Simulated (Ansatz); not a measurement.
Process, species as SMILES: FF (F2) → 2 F atom
B3LYP-D3(BJ)/def2-TZVP geometries, fixed; electronic energies without zero-point terms.

Basis-set convergence of the atomisation energy at PBE0 with Ansatz (a program for electronic structure). All functions are spherical. The program fits the integrals of some runs and decomposes those of others, by size. Open shells are unrestricted. No added dispersion term, no relativity. Functions are those of the species that has most. Reference: the value in aug-cc-pV5Z, 35.10 kcal/mol, itself unsure by roughly 0.05 kcal/mol (its mean distance from pcseg-4, aug-pcseg-3, aug-cc-pVQZ). Deviations are taken from unrounded values.

```json
[
 {"basis": "cc-pVDZ", "functions": "28", "atomisation energy (kcal/mol)": "33.84"},
 {"basis": "aug-cc-pVDZ", "functions": "46", "atomisation energy (kcal/mol)": "32.79"},
 {"basis": "def2-SVP", "functions": "28", "atomisation energy (kcal/mol)": "35.93"},
 {"basis": "def2-SVPD", "functions": "46", "atomisation energy (kcal/mol)": "31.97"},
 {"basis": "pcseg-1", "functions": "28", "atomisation energy (kcal/mol)": "32.09"},
 {"basis": "aug-pcseg-1", "functions": "46", "atomisation energy (kcal/mol)": "32.28"},
 {"basis": "6-311G**", "functions": "36", "atomisation energy (kcal/mol)": "31.55"},
 {"basis": "6-311+G**", "functions": "44", "atomisation energy (kcal/mol)": "29.05"},
 {"basis": "cc-pVTZ", "functions": "60", "atomisation energy (kcal/mol)": "35.76"},
 {"basis": "aug-cc-pVTZ", "functions": "92", "atomisation energy (kcal/mol)": "35.10"},
 {"basis": "pcseg-2", "functions": "60", "atomisation energy (kcal/mol)": "35.14"},
 {"basis": "aug-pcseg-2", "functions": "92", "atomisation energy (kcal/mol)": "35.39"},
 {"basis": "def2-TZVPP", "functions": "62", "atomisation energy (kcal/mol)": "35.05"},
 {"basis": "def2-TZVPPD", "functions": "80", "atomisation energy (kcal/mol)": "34.67"},
 {"basis": "cc-pVQZ", "functions": "110", "atomisation energy (kcal/mol)": "35.39"},
 {"basis": "aug-cc-pVQZ", "functions": "160", "atomisation energy (kcal/mol)": "35.10"},
 {"basis": "def2-QZVPP", "functions": "114", "atomisation energy (kcal/mol)": "34.77"},
 {"basis": "def2-QZVPPD", "functions": "132", "atomisation energy (kcal/mol)": "34.90"},
 {"basis": "pcseg-3", "functions": "120", "atomisation energy (kcal/mol)": "35.05"},
 {"basis": "aug-pcseg-3", "functions": "170", "atomisation energy (kcal/mol)": "35.23"},
 {"basis": "cc-pV5Z", "functions": "182", "atomisation energy (kcal/mol)": "35.04"},
 {"basis": "aug-cc-pV5Z", "functions": "254", "atomisation energy (kcal/mol)": "35.10"}
]
```

What the diffuse functions change, pair by pair:
- cc-pVDZ to aug-cc-pVDZ: 18 more functions, deviation -1.26 to -2.31 kcal/mol
- def2-SVP to def2-SVPD: 18 more functions, deviation 0.83 to -3.13 kcal/mol
- pcseg-1 to aug-pcseg-1: 18 more functions, deviation -3.01 to -2.82 kcal/mol
- 6-311G** to 6-311+G**: 8 more functions, deviation -3.54 to -6.05 kcal/mol
- cc-pVTZ to aug-cc-pVTZ: 32 more functions, deviation 0.67 to 0.00 kcal/mol
- pcseg-2 to aug-pcseg-2: 32 more functions, deviation 0.05 to 0.29 kcal/mol
- def2-TZVPP to def2-TZVPPD: 18 more functions, deviation -0.05 to -0.43 kcal/mol
- cc-pVQZ to aug-cc-pVQZ: 50 more functions, deviation 0.30 to 0.01 kcal/mol
- def2-QZVPP to def2-QZVPPD: 18 more functions, deviation -0.33 to -0.20 kcal/mol
- pcseg-3 to aug-pcseg-3: 50 more functions, deviation -0.05 to 0.14 kcal/mol
- cc-pV5Z to aug-cc-pV5Z: 72 more functions, deviation -0.06 to 0.00 kcal/mol

Leaving out the reference's own pair, they bring the value nearer the reference by more than 0.05 kcal/mol in 4 of 10 pairs.
